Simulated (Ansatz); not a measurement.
Geometry optimisation, RKS B3LYP-D4/def2-SVP (Ansatz 0.2.0).

Input:

```yaml
crystal:
  periodic: [false, false, false]
  atoms:
    - { symbol: B, position_ang: [0.189204, -0.298267, 0.103377] }
    - { symbol: H, position_ang: [0.104184, -0.314273, 1.296938] }
    - { symbol: O, position_ang: [1.436288, -0.323147, -0.479721] }
    - { symbol: H, position_ang: [2.142128, -0.357814, 0.174091] }
    - { symbol: O, position_ang: [-0.883124, -0.258216, -0.722504] }
    - { symbol: H, position_ang: [-1.72318, -0.246883, -0.25188] }
basis:
  gaussian: { orbitals: def2-SVP }
hamiltonian:
  xc: b3lyp
  dispersion: d4
relax:
  f_tol: 0.03
  max_steps: 50
```

Command:

```bash
$ ansatz run input.yaml --threads 1 --pin off --max-ram 2048MiB --backend cpu --events-out ev --progress --plain --runs-dir out
```

Problem. Where does it end, and by what steps?

Solution. The forces met the threshold. After 3 steps the energy has fallen by 0.016 eV; H2 moved furthest, 0.03 Å.

```csv
step,energy less start (eV),largest force component (eV/Å),accepted
0,0.0000,0.927,yes
1,-0.0128,0.462,yes
2,-0.0154,0.154,yes
3,-0.0159,0.004,yes
```

```xyz
6
Properties=species:S:1:pos:R:3
B 0.202 -0.301 0.103
H 0.075 -0.315 1.312
O 1.427 -0.325 -0.481
H 2.147 -0.354 0.158
O -0.874 -0.260 -0.723
H -1.711 -0.244 -0.248
```

Run time: 5 s on 1 thread of Arm Neoverse V2, with other jobs on the host, peak memory 0.11 GiB.
